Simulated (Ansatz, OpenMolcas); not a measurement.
OpenMolcas → Ansatz

This OpenMolcas 26.06 job computes CH8BN (SMILES [BH3-][NH2+]C):

mol.inp:
```
* CH8BN Kohn-Sham DFT
>>> EXPORT MOLCAS_PRINT=2
&gateway
baslib=$CurrDir
coord
11
angstrom
B       -0.828400       1.032000      -0.205100
N       -0.349500      -0.497500       0.070800
C        1.107800      -0.661100       0.155200
H       -2.040900       0.991000      -0.245400
H       -0.325100       1.341700      -1.265700
H       -0.402900       1.677500       0.731200
H       -0.783500      -0.815200       0.932300
H       -0.721000      -1.084700      -0.669900
H        1.475700      -0.024100       0.957600
H        1.543500      -0.317100      -0.781300
H        1.389800      -1.699400       0.341100
basis=cc-pVDZ
group=NoSym
&seward
gridinput
Grid=UltraFine
End of Grid
&scf
ksdft=revPBE
thresholds=1e-10 1e-07 1e-07 1e-05
prorbitals=1 1
&alaska
```

```bash
$ export MOLCAS_MEM=1860
$ pymolcas mol.inp > mol.log
```

(Basis files named in the input come from the Basis Set Exchange and aren't shown.)

The coordinates come from a PBE0-D4/def2-TZVP relaxation.

It gives a total energy of -122.474920 Eh.

Q: Translate the job to Ansatz 0.2.0 as an input file of the program's own, asking for the energy.

A: One way, which was run:

in.yaml:
```yaml
crystal:
  periodic: [false, false, false]
  atoms:
    - {symbol: B, position_ang: [-0.828400, 1.032000, -0.205100]}
    - {symbol: "N", position_ang: [-0.349500, -0.497500, 0.070800]}
    - {symbol: C, position_ang: [1.107800, -0.661100, 0.155200]}
    - {symbol: H, position_ang: [-2.040900, 0.991000, -0.245400]}
    - {symbol: H, position_ang: [-0.325100, 1.341700, -1.265700]}
    - {symbol: H, position_ang: [-0.402900, 1.677500, 0.731200]}
    - {symbol: H, position_ang: [-0.783500, -0.815200, 0.932300]}
    - {symbol: H, position_ang: [-0.721000, -1.084700, -0.669900]}
    - {symbol: H, position_ang: [1.475700, -0.024100, 0.957600]}
    - {symbol: H, position_ang: [1.543500, -0.317100, -0.781300]}
    - {symbol: H, position_ang: [1.389800, -1.699400, 0.341100]}
basis:
  gaussian:
    orbitals: cc-pVDZ
hamiltonian:
  xc: {name: revPBE}
accuracy: high
output: {orbitals: {seedname: orbitals}}
```

```bash
$ ansatz run in.yaml --threads 1 --pin off --max-ram 3480MiB --events-out events.jsonl --progress --plain --runs-dir runs
```

Its energy is -122.474920 Eh, the same as the first but for the last digit, at most.
